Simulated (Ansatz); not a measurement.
# MgNaH (singlet): wave-function methods side by side at distance Na1–Mg2 = 3.245 Å, cc-pVTZ

The task here is to estimate one member of a computed series from the others.

Program: Ansatz 0.2.0, Gaussian basis. Level of theory: cc-pVTZ, core rule «outside noble gas», up to 10 orbitals frozen. These are calculated values, not measurements.

Plan: UHF; CCSD(T) on RHF; BCCD(T) on RHF; CCSDT(Q) on RHF; Full CI.

40 further runs of the same task are left out: 23 for a known fault of the program, 13 that didn't finish, 4 set aside as unsound or not needed. Runs told in other sessions of the task aren't counted.

## The geometry

The geometry derives from a PBE0/def2-TZVP stationary point (not a proven minimum). One bond is set to the value named and the two fragments are kept rigid.

3 atoms, charge 0, spin multiplicity 1.

Atoms are counted from 1 here; the program's logs count them from 0.

Bond lengths: Mg2–H3 1.747 Å.

Coordinates:

```xyz
3
HMgNa
Na    0.0000    0.0000    2.7458
Mg    0.0000    0.0000   -0.4992
H     0.0000    0.0000   -2.2466
```

The first run:

in.yaml

```yaml
crystal:
  periodic: [false, false, false]
  atoms:
    - {symbol: Na, position_ang: [0.000000, 0.000000, 2.745800]}
    - {symbol: Mg, position_ang: [0.000000, 0.000000, -0.499200]}
    - {symbol: H, position_ang: [0.000000, 0.000000, -2.246600]}
basis:
  gaussian: {orbitals: cc-pVTZ}
magnetization: {spin_polarized: true, initial_magnetization: 0}
hamiltonian: {xc: hf}
output: {orbitals: {seedname: orbitals}}
```

On the command line:

```sh
ansatz run in.yaml --threads 1 --pin off --events-out ev --progress --plain --max-ram 2393MiB
```

Among the steps run: UHF; CCSD(T) on RHF; BCCD(T) on RHF; CCSDT(Q) on RHF; Full CI.

One of the session's tables, all rows but one given; the rest of the session is left out.

It belongs to the step «Misses and costs». 

| method | from FCI (meV) |
| --- | --- |
| RHF | +1938.0 |
| RMP2 | +502.8 |
| RCCSD | +36.2 |
| RCCSD(T) | +9.3 |
| BCCD(T) | +9.1 |
| RCCSDT | +1.4 |
| RCCSDT(Q) | ? |
| FCI | 0 |

Estimate the missing values for RCCSDT(Q).

**Answer.** from FCI (meV): +0.3. In the column «from FCI (meV)» it lies between FCI (0) and RCCSDT (+1.4).
